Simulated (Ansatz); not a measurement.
**C2H3NS: vertical ionisation energy**

One table from this session's results is given with a row withheld; the runs are named, their logs left out.

Program: Ansatz 0.2.0, Gaussian basis. Level of theory: unrestricted cation, the program's frozen cores in correlated methods. These are calculated values, not measurements.

Levels to be run: UKS PBE-D4/def2-TZVPP; UKS r2SCAN-D4/def2-TZVPP; UKS PBE0-D4/def2-TZVPP; UKS B3LYP-D4/def2-TZVPP; UKS wB97X-V/def2-TZVPP; UKS wB97M-V/def2-TZVPP; UKS B2PLYP/def2-TZVPP; UHF-CCSD(T)/def2-TZVPP; UHF-MP2/def2-QZVPP; extrapolation to the limit; then −ε(HOMO) from the neutral's earlier runs with LDA (SPW92), PBE-D4, revPBE-D4, BLYP-D4, r2SCAN-D4, B97M-V, PBE0-D4, B3LYP-D4, r2SCANh-D4, r2SCAN0-D4, HSE06-D4, BHLYP-D4, CAM-B3LYP-D4, LC-ωPBE, ωB97X-V, ωB97M-V.

**The geometry**

The geometry comes from an earlier relaxation with PBE0-D4 in a triple-zeta def2 set; it is a stationary point, not always the lowest conformer.

SMILES `C1=NCS1`, 7 atoms, charge 0, spin multiplicity 1.

Atoms are counted from 1 here; the program's logs count them from 0.

Bond lengths: C1–N2 1.278 Å, C1–S4 1.750 Å, C1–H5 1.087 Å, N2–C3 1.452 Å, C3–S4 1.852 Å, C3–H6 1.090 Å, C3–H7 1.090 Å. Angles: N2–C1–S4 103.9°, N2–C1–H5 127.5°, S4–C1–H5 128.6°, C1–N2–C3 95.4°, N2–C3–S4 92.5°, N2–C3–H6 113.5°, N2–C3–H7 113.5°, S4–C3–H6 112.4°, S4–C3–H7 112.5°, H6–C3–H7 111.2°, C1–S4–C3 68.3°.

Set-up of the first run:

Input file in.yaml:

```yaml
crystal:
  periodic: [false, false, false]
  atoms:
    - {symbol: C, position_ang: [-0.997297, 0.377698, -0.401056]}
    - {symbol: N, position_ang: [-0.005420, 0.969694, 0.146518]}
    - {symbol: C, position_ang: [0.794261, -0.230788, 0.314789]}
    - {symbol: S, position_ang: [-0.507368, -1.301882, -0.451689]}
    - {symbol: H, position_ang: [-1.924303, 0.824895, -0.749808]}
    - {symbol: H, position_ang: [0.982064, -0.485788, 1.358038]}
    - {symbol: H, position_ang: [1.719165, -0.221929, -0.262392]}
basis:
  gaussian: {orbitals: def2-TZVPP}
total_charge: 1
magnetization: {spin_polarized: true, initial_magnetization: 1}
hamiltonian: {xc: pbe, dispersion: d4}
```

The run is started by

```console
$ ansatz run in.yaml --threads 2 --pin off --events-out ev --progress --plain --max-ram 4352MiB
```

Steps of the session up to this table: Cation, UKS PBE-D4/def2-TZVPP; Cation, UKS r2SCAN-D4/def2-TZVPP; Cation, UKS PBE0-D4/def2-TZVPP; Cation, UKS B3LYP-D4/def2-TZVPP; Cation, UKS wB97X-V/def2-TZVPP; Cation, UKS wB97M-V/def2-TZVPP; Cation, UKS B2PLYP (frozen core)/def2-TZVPP; Cation, UHF-CCSD(T)/def2-TZVPP; Cation, UHF-MP2/def2-QZVPP.

One table of the session follows, with a row left open; its other results are not shown here.

For comparison, −ε(HOMO) of the neutral from earlier runs:

```
  functional  −ε(HOMO) (eV)
 LDA (SPW92)           6.21
      PBE-D4           6.05
   revPBE-D4           5.99
     BLYP-D4           5.88
   r2SCAN-D4           6.28
      B97M-V           6.31
     PBE0-D4           7.20
    B3LYP-D4           6.97
  r2SCANh-D4           6.71
  r2SCAN0-D4              ?
    HSE06-D4           6.80
    BHLYP-D4           8.22
CAM-B3LYP-D4           8.51
     LC-ωPBE           9.90
     ωB97X-V           9.52
     ωB97M-V           9.36
```

Estimate the missing values for r2SCAN0-D4.

Worked estimate for «−ε(HOMO) (eV)». Against the share of exact exchange, r2SCAN-D4 (0, 6.28), r2SCANh-D4 (0.1, 6.71) give a slope of 4.30 per unit share; at 0.25 the line stands at 7.35.

The run gave: −ε(HOMO) (eV): 7.36. In «−ε(HOMO) (eV)» the line misses by -0.01.
